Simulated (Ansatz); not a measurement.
CH2AlB: where a starting geometry ends

The starting geometry of this gas-phase singlet was optimised with GFN2-xTB.

```tsv
atom	x (Å)	y (Å)	z (Å)
C	-1.1041	-0.9990	-2.8290
Al	-0.1104	-0.6348	-1.3127
B	-1.0247	0.3371	-3.2704
H	-1.1331	1.3190	-3.8768
H	0.7389	-0.4482	0.0358
```

Problem. Where would you expect an optimisation with B3LYP-D3(BJ)/6-311G** to take it?

Solution. It keeps its bonds.

The energy falls by 0.12 eV over 8 steps:

```tsv
step	E − E(last) (eV)
1	0.120
2	0.034
3	0.006
4	0.001
5	0.000
6	0.000
7	0.000
8	0.000
```

Final geometry (Å):

```tsv
atom	x (Å)	y (Å)	z (Å)
C	-1.0443	-0.9320	-2.7568
Al	-0.0908	-0.6018	-1.2943
B	-1.0636	0.3133	-3.3261
H	-1.1586	1.3207	-3.9201
H	0.7238	-0.5261	0.0443
```

Frequencies at the end are all real (lowest 195 cm⁻¹). Run with Ansatz 0.2.0, 18 s on 1 thread of Intel(R) Xeon(R) Platinum 8259CL CPU @ 2.50GHz (Skylake/Cascade Lake), on a shared host.
